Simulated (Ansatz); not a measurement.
# CH8OSi: the cost of one run

Program: Ansatz 0.2.0, Gaussian basis. Level of theory: PBE0-D4/def2-SVP. These are calculated values, not measurements.

22 further runs of the same task are left out: 22 set aside as unsound or not needed.

## (1) Where the work starts

The first end: 11 atoms, charge 0, spin multiplicity 1.

Atoms are counted from 1 here; the program's logs count them from 0.

Bond lengths: Si1–H2 1.491 Å, Si1–H3 1.489 Å, Si1–H4 1.490 Å, Si1–C5 1.865 Å, C5–H8 1.092 Å, C5–H9 1.092 Å, C5–H10 1.092 Å, H6–O7 0.960 Å, O7–H11 0.960 Å. Angles: H2–Si1–H3 107.4°, H2–Si1–H4 107.7°, H2–Si1–C5 111.4°, H3–Si1–H4 107.4°, H3–Si1–C5 111.4°, H4–Si1–C5 111.4°, Si1–C5–H8 110.8°, Si1–C5–H9 110.8°, Si1–C5–H10 109.6°, H8–C5–H9 108.1°, H8–C5–H10 108.8°, H9–C5–H10 108.7°, H6–O7–H11 104.7°.

Coordinates:

```
Si   -1.1137   -0.1902    0.1051
H    -0.7977   -1.3680   -0.7522
H    -2.4628   -0.4164    0.6932
H    -1.2085    1.0031   -0.7829
C     0.1749    0.0501    1.4319
H     1.3257   -0.5710   -2.0269
O     1.6845    0.2645   -1.7176
H    -0.0662    0.9139    2.0555
H     0.2351   -0.8284    2.0782
H     1.1500    0.2126    0.9690
H     1.0787    0.9299   -2.0534
```

The second end:

| atom | x (Å) | y (Å) | z (Å) |
| --- | --- | --- | --- |
| Si1 | -0.61650 | 0.97240 | -0.18285 |
| H2 | 1.59564 | -2.72846 | -0.84709 |
| H3 | -2.10689 | 1.03003 | -0.20608 |
| H4 | -0.11702 | 2.37669 | -0.24327 |
| C5 | -0.00936 | 0.11710 | 1.34638 |
| H6 | 1.23618 | -2.10221 | -1.04140 |
| O7 | -0.05230 | 0.10311 | -1.47135 |
| H8 | -0.34966 | 0.64607 | 2.24030 |
| H9 | -0.38406 | -0.90783 | 1.39160 |
| H10 | 1.08221 | 0.08324 | 1.36347 |
| H11 | -0.27825 | 0.40987 | -2.34981 |

## (2) The band at PBE0-D4/def2-SVP

File neb/in.yaml:

```yaml
crystal:
  periodic: [false, false, false]
  atoms:
    - {symbol: Si, position_ang: [-1.113711, -0.190227, 0.105097]}
    - {symbol: H, position_ang: [-0.797715, -1.367974, -0.752181]}
    - {symbol: H, position_ang: [-2.462832, -0.416380, 0.693220]}
    - {symbol: H, position_ang: [-1.208462, 1.003111, -0.782894]}
    - {symbol: C, position_ang: [0.174912, 0.050089, 1.431918]}
    - {symbol: H, position_ang: [1.325692, -0.571017, -2.026912]}
    - {symbol: O, position_ang: [1.684508, 0.264477, -1.717613]}
    - {symbol: H, position_ang: [-0.066248, 0.913853, 2.055473]}
    - {symbol: H, position_ang: [0.235129, -0.828437, 2.078176]}
    - {symbol: H, position_ang: [1.150043, 0.212624, 0.968977]}
    - {symbol: H, position_ang: [1.078686, 0.929880, -2.053362]}
basis:
  gaussian: {orbitals: def2-SVP}
hamiltonian: {xc: pbe0, dispersion: d4}
neb:
  images: 5
  climbing: true
  max_iterations: 40
  initial_path: idpp
  final_atoms:
    - {symbol: Si, position_ang: [-0.616500, 0.972399, -0.182852]}
    - {symbol: H, position_ang: [1.595641, -2.728459, -0.847092]}
    - {symbol: H, position_ang: [-2.106886, 1.030032, -0.206085]}
    - {symbol: H, position_ang: [-0.117017, 2.376685, -0.243270]}
    - {symbol: C, position_ang: [-0.009361, 0.117103, 1.346385]}
    - {symbol: H, position_ang: [1.236184, -2.102210, -1.041404]}
    - {symbol: O, position_ang: [-0.052301, 0.103109, -1.471348]}
    - {symbol: H, position_ang: [-0.349659, 0.646066, 2.240304]}
    - {symbol: H, position_ang: [-0.384064, -0.907831, 1.391598]}
    - {symbol: H, position_ang: [1.082213, 0.083235, 1.363472]}
    - {symbol: H, position_ang: [-0.278249, 0.409872, -2.349808]}
```

Started as:

```
$ ansatz run in.yaml --threads 4 --pin off --events-out ev --progress --plain --max-ram 9574MiB
```

**Question.** How long does this run take on 4 threads of AMD EPYC 9R45, shared host?

About 78 s.
